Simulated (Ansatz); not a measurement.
Computed with Ansatz on PBE0-D4/def2-TZVP structures; ΔE is electronic, products minus reactants. CCSD(T)/CBS adds triple-zeta CCSD(T) − MP2 to the extrapolated MP2 energy (def2 sets, frozen cores). DFT in def2-TZVPP. B3LYP here is the variant with VWN-RPA as its local correlation; programs differ in this. One conformer a species, not always the lowest.

Reaction (isomerisation): `OC1CC1` → `C=CCO`

`OC1CC1`:

Cartesian coordinates in Å:
```
O -1.413 -0.109 0.973
C -0.166 -0.447 0.453
C 0.180 -0.041 -0.945
C 0.777 0.679 0.236
H -2.069 -0.689 0.578
H 0.246 -1.384 0.822
H 0.813 -0.692 -1.535
H -0.585 0.486 -1.501
H 1.824 0.530 0.466
H 0.392 1.667 0.453
```

`C=CCO`:

Cartesian coordinates in Å:
```
C -0.259 -1.068 -1.098
C -0.503 -0.420 0.032
C 0.505 0.410 0.755
O 0.067 1.744 0.932
H 0.722 -1.038 -1.564
H -1.021 -1.658 -1.596
H -1.494 -0.455 0.480
H 1.469 0.368 0.229
H 0.663 0.020 1.765
H -0.148 2.098 0.065
```

Question: Is it downhill or uphill in electronic energy at CCSD(T)/CBS, and by how much? (An estimate is asked.)

Answer: Computed: Downhill: ΔE = -26.0 kJ/mol.

Question: What do these levels give: r2SCAN-D4, PBE0-D4, B3LYP-D4, r2SCANh-D4, BHLYP-D4, B2PLYP, PBE0, BHLYP, HF/def2-SVP, CCSD(T)/def2-SVP, HF/def2-TZVPP, SCS-MP2/def2-TZVPP? (Estimate.)

Answer: The calculation gave: r2SCAN-D4 -14.1, PBE0-D4 -7.0, B3LYP-D4 -30.1, r2SCANh-D4 -11.7, BHLYP-D4 -26.0, B2PLYP -26.7, PBE0 -6.9, BHLYP -25.8, HF/def2-SVP -24.6, CCSD(T)/def2-SVP -16.9, HF/def2-TZVPP -35.4, SCS-MP2/def2-TZVPP -21.9 kJ/mol.

Largest T1 diagnostic among the species: 0.011.

From BLYP to BHLYP (50 % exact exchange), in def2-TZVPP and without D4, ΔE moves by +12.5 kJ/mol. At CCSD(T), def2-SVP lies +9.2 kJ/mol from the extrapolated value and def2-TZVPP +1.5 kJ/mol. In def2-TZVPP, CCSD(T) changes the Hartree–Fock value by +10.9 kJ/mol (the triples alone add −1.1 kJ/mol) and MP2 by +21.3 kJ/mol.
